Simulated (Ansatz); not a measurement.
BO, quartet: reading a ladder of total energies

Geometry: that of the BO, doublet, kept fixed. The doublet lies 6.6 eV lower here.

```xyz
2

B     0.0000    0.0000    0.0000
O     0.0000    0.0000    1.2006
```

Basis cc-pVDZ; Ansatz 0.2.0. Correlated methods freeze the noble-gas cores, which leaves 9 electrons in 26 orbitals. R marks a restricted (for open shells ROHF) determinant, U an unrestricted one.

Full CI is exact within this basis and frozen core; it isn't the basis-set limit. The frozen core follows each run's orbitals, which can shift R against U totals by a few meV.

The determinant fills πx and πy unequally, so it is a mixture of Σ and Δ, which weighs on every level built on one determinant.

Runs differ by some tens of microhartree through their thresholds and, for an open shell, their frozen cores, so steps under 0.1 kcal/mol mean nothing.

| level | total energy (hartree) |
| --- | --- |
| UHF | -99.337128 |
| UMP2 | -99.501481 |
| UCCSD | -99.521189 |
| UCCSD(T) | -99.526355 |
| UCCSDT* | -99.536103 |
| UCCSDT(Q)* | -99.538287 |
| UCCSDTQ* | -99.537604 |
| full CI | -99.537681 |

Q: What is the correlation energy at full CI, and what share of it do UMP2 and UCCSD recover?

A: E(corr) = -99.537681 − (-99.337128) = -0.200553 hartree = -5.457 eV. UMP2: -0.164353 / -0.200553 = 81.95 %. UCCSD: -0.184061 / -0.200553 = 91.78 %.

Q: By how many kcal/mol does UCCSD(T) miss full CI (1 hartree = 627.509 kcal/mol), and which steps make up the rest?

A: -99.526355 − (-99.537681) = 0.011326 hartree = 7.11 kcal/mol. Steps: UCCSDT − UCCSD(T) = -6.12, UCCSDT(Q) − UCCSDT = -1.37, UCCSDTQ − UCCSDT(Q) = 0.43, full CI − UCCSDTQ = -0.05 kcal/mol. With more than one leading determinant such errors change with state and geometry, and needn't cancel in differences.

An asterisk marks runs whose energy the program itself flagged as in doubt.
